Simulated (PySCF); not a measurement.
Bonds broken one at a time in the series C CH3-H. Isolated molecules, 0 K electronic values unless said otherwise. Strings in code marks are SMILES.

Level of theory: B3LYP-D3(BJ)/def2-TZVP run with PySCF. B3LYP has the VWN-RPA correlation part, as in Gaussian. 

```json
[
 {"species": "whole molecule (`CC(C)(C)C`)", "dipole moment (D)": "0.00"},
 {"species": "radical fragment (`C[C](C)C`)", "dipole moment (D)": "0.21"},
 {"species": "radical fragment (`[CH3]`)", "dipole moment (D)": "0.00"},
 {"species": "whole molecule (`CCC`)", "dipole moment (D)": "0.09"},
 {"species": "radical fragment (`C[CH2]`)", "dipole moment (D)": "?"},
 {"species": "whole molecule (`C`)", "dipole moment (D)": "0.00"}
]
```

**Question.** Some entries are withheld; supply them.

**Answer.** 
- radical fragment (`C[CH2]`), dipole moment (D): 0.31
